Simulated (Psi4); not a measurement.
**doublet C2H5F−: levels of theory compared**

Wanted: a comparison of 4 runs (U-revPBE/aug-cc-pVDZ, UBLYP/aug-cc-pVDZ, UPBE/aug-cc-pVDZ, UTPSS/aug-cc-pVDZ) of doublet C2H5F−. 

The calculation is run with Psi4 1.11.

1 further run of the same task is left out (set aside as unsound or not needed).

## 1. The molecule

The species is C2H5F− (8 atoms), meant as a doublet with charge -1. As SMILES of the parent species, `CCF`. Geometry: relaxed at PBE0-D4/def2-TZVP. That shape belongs to the parent species and isn't relaxed for this state.

Bond lengths: C1–C2 1.504 Å, C2–F3 1.386 Å, C1–H4 1.093 Å, C1–H5 1.092 Å, C1–H6 1.091 Å, C2–H7 1.094 Å, C2–H8 1.094 Å. Some angles: C1–C2–F3 110.1°, C1–C2–H7 111.6°, C1–C2–H8 111.6°, F3–C2–H7 107.4°, F3–C2–H8 107.4°, C2–C1–H4 109.9°, C2–C1–H5 110.8°, C2–C1–H6 110.8°, H7–C2–H8 108.6°, H4–C1–H5 108.4°.

## 2. Energy and forces at U-revPBE/aug-cc-pVDZ (run 1)

job.dat reads:

```
memory 1600 MB

molecule system {
  -1 2
  C     -0.431700     0.566900    -0.264600
  C      0.378400    -0.599100     0.230500
  F      1.663300    -0.186400     0.546500
  H     -1.443900     0.237400    -0.512600
  H      0.018600     0.998500    -1.160400
  H     -0.500300     1.343000     0.499800
  H      0.464000    -1.381500    -0.529800
  H     -0.056300    -1.036000     1.134800
  symmetry c1
  no_reorient
  no_com
}

set {
  basis                aug-cc-pVDZ
  reference            uks
  puream               true
  e_convergence        1e-09
  d_convergence        1e-08
  scf_type             pk
  dft_radial_points    99
  dft_spherical_points 590
  maxiter              100
}

result, w = gradient('revpbe', return_wfn=True)
oeprop(w, 'WIBERG_LOWDIN_INDICES', 'QUADRUPOLE', 'DIPOLE', title='REVPBE')
```

Started as:

```bash
$ psi4 job.dat job.out -n 1
```

job.out:

```text
[...]
  Running in c1 symmetry.
[...]
  Nuclear repulsion =   79.415969119109732
[...]
  Multiplicity = 2
[...]
  Nalpha       = 14
  Nbeta        = 13
[...]
    Number of basis functions: 114
[...]
   @UKS iter   1:  -178.16035556986253    3.16517e-01   9.76710e-03 ADIIS/DIIS
[...]
   @UKS iter  15:  -179.00331221932834   -1.67404e-11   8.32168e-09 DIIS
[...]
   @S^2 Observed:                7.500584883E-01
[...]
    Orbital Energies [Eh]
    ---------------------
    Alpha Occupied:
       1A    -24.150552     2A     -9.842796     3A     -9.769254
       4A     -0.968924     5A     -0.563458     6A     -0.436776
       7A     -0.316757     8A     -0.309592     9A     -0.268853
      10A     -0.214923    11A     -0.213903    12A     -0.158749
      13A     -0.151249    14A      0.063117
    Alpha Virtual:
      15A      0.077243    16A      0.077841    17A      0.088671
      18A      0.106964    19A      0.136233    20A      0.154899
      21A      0.174437    22A      0.175109    23A      0.190216
      24A      0.197745    25A      0.201214    26A      0.214731
[...]
  @UKS Final Energy:  -179.00331221932834
   => Energetics <=
    Nuclear Repulsion Energy =             79.4159691191097323
    One-Electron Energy =                -405.4652026556785813
    Two-Electron Energy =                 170.2403143448605647
    DFT Exchange-Correlation Energy =     -23.1943930276200518
    Empirical Dispersion Energy =           0.0000000000000000
    VV10 Nonlocal Energy =                  0.0000000000000000
    Total Energy =                       -179.0033122193283361
[...]
  -Total Gradient:
     Atom            X                  Y                   Z
    ------   -----------------  -----------------  -----------------
       1       -0.000468703569    -0.000778253364     0.000069871579
       2        0.017733304727     0.004242681681     0.004625498812
       3       -0.029677771643    -0.007692709926    -0.007675207102
       4        0.010018763762     0.003074602237     0.002492996179
       5       -0.003430773162    -0.004031712444     0.009165953872
       6        0.001721033302    -0.007481208997    -0.007353530274
       7       -0.000361462336     0.007951351723     0.007087726154
       8        0.004479062003     0.004732666544    -0.008412711770
[...]
 Multipole Moments:
 ------------------------------------------------------------------------------------
     Multipole            Electronic (a.u.)      Nuclear  (a.u.)        Total (a.u.)
 ------------------------------------------------------------------------------------
 L = 1.  Multiply by 2.5417464519 to convert [e a0] to [Debye]
 Dipole X            :        -23.6538058           24.8158835            1.1620776
 Dipole Y            :          3.7932522           -3.2302978            0.5629544
 Dipole Z            :         -7.5650071            7.8342376            0.2692305
 Magnitude           :                                                    1.3190251
 L = 2.  Multiply by 1.3450342976 to convert [e a0^2] to [Debye ang]
 Quadrupole XX       :       -144.2533946          105.0977580          -39.1556366
 Quadrupole XY       :         24.7852890          -25.7035782           -0.9182892
[...]
```

Run time: 98 s. Hardware: 1 thread of AMD EPYC 7R43 (Zen 3), shared host; peak memory 0.69 GiB.

## 3. A single-point energy at UBLYP/aug-cc-pVDZ (run 2)

calc.dat reads:

```
memory 1600 mb

molecule m {
  -1 2
  C
  C 1 R2
  F 2 R3 1 A3
  H 1 R4 2 A4 3 D4
  H 1 R5 4 A5 2 D5
  H 1 R6 5 A6 4 D6
  H 2 R7 3 A7 1 D7
  H 2 R8 7 A8 3 D8

  R2 = 1.503643
  R3 = 1.386054
  A3 = 110.09735
  R4 = 1.092988
  A4 = 109.86921
  D4 = -179.99878
  R5 = 1.091561
  A5 = 108.36245
  D5 = 121.1445
  R6 = 1.091487
  A6 = 108.63345
  D6 = -117.53214
  R7 = 1.094319
  A7 = 107.38351
  D7 = 121.66408
  R8 = 1.094351
  A8 = 108.64763
  D8 = -115.84888
  symmetry c1
  no_reorient
  no_com
}

set {
  basis                aug-cc-pVDZ
  reference            uks
  puream               true
  e_convergence        1e-09
  d_convergence        1e-08
  scf_type             pk
  dft_radial_points    99
  dft_spherical_points 590
  maxiter              100
}

energy_value, wavefunction = energy("blyp", return_wfn=True)
oeprop(wavefunction, "WIBERG_LOWDIN_INDICES", "QUADRUPOLE", "MAYER_INDICES", title="BLYP")
print_variables()
```

Started as:

```bash
$ psi4 -n 1 calc.dat calc.out
```

calc.out:

```text
[...]
  Running in c1 symmetry.
[...]
  Nuclear repulsion =   79.415965941215816
[...]
  Multiplicity = 2
[...]
  Nalpha       = 14
  Nbeta        = 13
[...]
    Number of basis functions: 114
[...]
   @UKS iter   1:  -178.07630323071831    3.95330e-01   1.03560e-02 DIIS/ADIIS
[...]
   @UKS iter  17:  -178.99559969628166   -8.52651e-13   1.82340e-09 DIIS
[...]
   @S^2 Observed:                7.500377027E-01
[...]
    Orbital Energies [Eh]
    ---------------------
    Alpha Occupied:
       1A    -24.166776     2A     -9.856304     3A     -9.782637
       4A     -0.957002     5A     -0.552848     6A     -0.428043
       7A     -0.310498     8A     -0.304078     9A     -0.263285
      10A     -0.209888    11A     -0.208875    12A     -0.154853
      13A     -0.147471    14A      0.070337
    Alpha Virtual:
      15A      0.084975    16A      0.085978    17A      0.096761
      18A      0.115142    19A      0.141232    20A      0.160187
      21A      0.179182    22A      0.180193    23A      0.190314
      24A      0.197301    25A      0.201383    26A      0.217394
[...]
  @UKS Final Energy:  -178.99559969628166
   => Energetics <=
    Nuclear Repulsion Energy =             79.4159659412158163
    One-Electron Energy =                -405.5541838459866995
    Two-Electron Energy =                 170.3327237830924332
    DFT Exchange-Correlation Energy =     -23.1901055746032050
    Empirical Dispersion Energy =           0.0000000000000000
    VV10 Nonlocal Energy =                  0.0000000000000000
    Total Energy =                       -178.9955996962816585
[...]
 Multipole Moments:
 ------------------------------------------------------------------------------------
     Multipole            Electronic (a.u.)      Nuclear  (a.u.)        Total (a.u.)
 ------------------------------------------------------------------------------------
 L = 1.  Multiply by 2.5417464519 to convert [e a0] to [Debye]
 Dipole X            :         -0.0000207            0.0000217            0.0000010
 Dipole Y            :         -5.9903944            4.0207549           -1.9696395
 Dipole Z            :          4.9199659           -3.9154307            1.0045352
 Magnitude           :                                                    2.2110112
 L = 2.  Multiply by 1.3450342976 to convert [e a0^2] to [Debye ang]
 Quadrupole XX       :        -47.5032829           11.2580965          -36.2451864
 Quadrupole XY       :          0.0000522            0.0001360            0.0001883
[...]
```

Run time: 79 s. Hardware: 1 thread of AMD EPYC 7R43 (Zen 3), shared host; peak memory 0.68 GiB.

Run 3 isn't shown in full; the table further down has it.

## 4. Energy and gradient at UTPSS/aug-cc-pVDZ (run 4)

calc.py reads:

```python
import psi4

psi4.set_memory(1600000000)
psi4.set_num_threads(1)
psi4.core.set_output_file('output.dat', False)

m = psi4.geometry("""
-1 2
C     -0.81579477     1.07128574    -0.50002153
C      0.71507237    -1.13213492     0.43558187
F      3.14318146    -0.35224495     1.03273533
H     -2.72857555     0.44862098    -0.96867361
H      0.03514891     1.88689154    -2.19283820
H     -0.94542998     2.53790219     0.94448512
H      0.87683292    -2.61065664    -1.00117690
H     -0.10639158    -1.95775627     2.14446121
units bohr
symmetry c1
no_reorient
no_com
""")

options = {'basis': 'aug-cc-pVDZ', 'reference': 'uks', 'puream': True, 'e_convergence': 1e-09, 'd_convergence': 1e-08, 'scf_type': 'pk', 'dft_radial_points': 99, 'dft_spherical_points': 590, 'maxiter': 100}
psi4.set_options(options)

e, wfn = psi4.gradient('tpss', return_wfn=True)
psi4.oeprop(wfn, 'QUADRUPOLE', 'LOWDIN_CHARGES', 'MULLIKEN_CHARGES')
print('gradient / Eh bohr^-1')
print(e.np.round(6))
print(f'energy = {wfn.energy():.10f} Eh')
for k, v in sorted(psi4.core.scalar_variables().items()):
    print(f'{k:45s} {v:18.10f}')
```

Started as:

```bash
$ python calc.py
```

output.dat, cut to the lines that bear on the results:

```text
[...]
  Running in c1 symmetry.
[...]
  Nuclear repulsion =   79.415969169576840
[...]
  Multiplicity = 2
[...]
  Nalpha       = 14
  Nbeta        = 13
[...]
    Number of basis functions: 114
[...]
   @UKS iter   1:  -178.26542041006101    2.68281e-01   9.62040e-03 DIIS/ADIIS
[...]
   @UKS iter  15:  -179.08243309969382   -7.78755e-12   6.10306e-09 DIIS
[...]
   @S^2 Observed:                7.501710277E-01
[...]
  @UKS Final Energy:  -179.08243309969382
   => Energetics <=
    Nuclear Repulsion Energy =             79.4159691695768402
    One-Electron Energy =                -405.5094689632777545
    Two-Electron Energy =                 170.3049661196111515
    DFT Exchange-Correlation Energy =     -23.2938994256040459
    Empirical Dispersion Energy =           0.0000000000000000
    VV10 Nonlocal Energy =                  0.0000000000000000
    Total Energy =                       -179.0824330996938158
[...]
  -Total Gradient:
     Atom            X                  Y                   Z
    ------   -----------------  -----------------  -----------------
       1       -0.000173100268    -0.002607386868     0.000542017823
       2        0.019601501833     0.007681274172     0.004495024081
       3       -0.026746682829    -0.007422305218    -0.006815065625
       4        0.006914086559     0.002592176094     0.001622671660
       5       -0.002470067865    -0.002616097506     0.006497790726
       6        0.001215903019    -0.005091706743    -0.005332169833
       7       -0.000696485273     0.004763963686     0.004409508571
       8        0.002371278425     0.002722958055    -0.005419376328
[...]
 Multipole Moments:
 ------------------------------------------------------------------------------------
     Multipole            Electronic (a.u.)      Nuclear  (a.u.)        Total (a.u.)
[...]
  Mulliken Charges: (a.u.)
   Center  Symbol    Alpha    Beta     Spin     Total
       1     C     1.59598  2.80893 -1.21294  1.59509
       2     C     1.57742  2.55888 -0.98146  1.86370
       3     F     4.79154  4.71432  0.07722 -0.50586
       4     H     1.52538  0.53796  0.98743 -1.06334
       5     H     0.97678  0.56571  0.41107 -0.54250
       6     H     0.97694  0.56581  0.41113 -0.54274
       7     H     1.27806  0.62422  0.65384 -0.90228
       8     H     1.27789  0.62418  0.65371 -0.90206
   Total alpha = 14.00000, Total beta = 13.00000, Total charge = -1.00000
[...]
```

Standard output:

```text
gradient / Eh bohr^-1
[[-0.000173 -0.002607  0.000542]
 [ 0.019602  0.007681  0.004495]
 [-0.026747 -0.007422 -0.006815]
 [ 0.006914  0.002592  0.001623]
 [-0.00247  -0.002616  0.006498]
 [ 0.001216 -0.005092 -0.005332]
 [-0.000696  0.004764  0.00441 ]
 [ 0.002371  0.002723 -0.005419]]
energy = -179.0824330997 Eh
CURRENT ENERGY                                   -179.0824330997
CURRENT REFERENCE ENERGY                         -179.0824330997
DD SOLVATION ENERGY                                 0.0000000000
DFT FUNCTIONAL TOTAL ENERGY                      -179.0824330997
DFT TOTAL ENERGY                                 -179.0824330997
DFT VV10 ENERGY                                     0.0000000000
DFT XC ENERGY                                     -23.2938994256
GRID ELECTRONS ALPHA                               14.0001291346
GRID ELECTRONS BETA                                12.9999998827
GRID ELECTRONS TOTAL                               27.0001290174
NUCLEAR REPULSION ENERGY                           79.4159691696
ONE-ELECTRON ENERGY                              -405.5094689633
PCM POLARIZATION ENERGY                             0.0000000000
PE ENERGY                                           0.0000000000
SCF ITERATION ENERGY                             -179.0824330997
SCF ITERATIONS                                     15.0000000000
SCF TOTAL ENERGY                                 -179.0824330997
TWO-ELECTRON ENERGY                               170.3049661196
XC GRID RADIAL POINTS                              99.0000000000
XC GRID SPHERICAL POINTS                          590.0000000000
XC GRID TOTAL POINTS                           447152.0000000000
```

Run time: 3.7 min. Hardware: 1 thread of AMD EPYC 7R43 (Zen 3), shared host; peak memory 0.69 GiB.

## 5. All runs side by side

```
run                 level      task  energy (Eh)  HOMO energy (eV)  LUMO energy (eV)   ⟨S²⟩  wall time
  1  U-revPBE/aug-cc-pVDZ  gradient  -179.003312              1.72              2.10  0.750       98 s
  2     UBLYP/aug-cc-pVDZ    energy  -178.995600              1.91              2.31  0.750       79 s
  3      UPBE/aug-cc-pVDZ    energy  -178.850576              1.73              2.13  0.750       76 s
  4     UTPSS/aug-cc-pVDZ  gradient  -179.082433              1.78              2.16  0.750    3.7 min
```

## 6. What came out

| quantity | value |
| --- | --- |
| run 4: total energy | -179.08243 Eh |
| run 4: HOMO energy (highest over α and β) | 1.78 eV |
| run 4: LUMO energy (lowest over α and β) | 2.16 eV |
| run 4: ⟨S²⟩ | 0.750 |
| run 4: largest force on an atom | 1.470 eV/Å |

In words: Totals of different functionals can't be ranked against each other. In runs 1, 2, 3, 4 the HOMO lies above zero, so the outermost electron may be held by the basis alone. All runs together took 7.9 min, the longest 3.7 min.
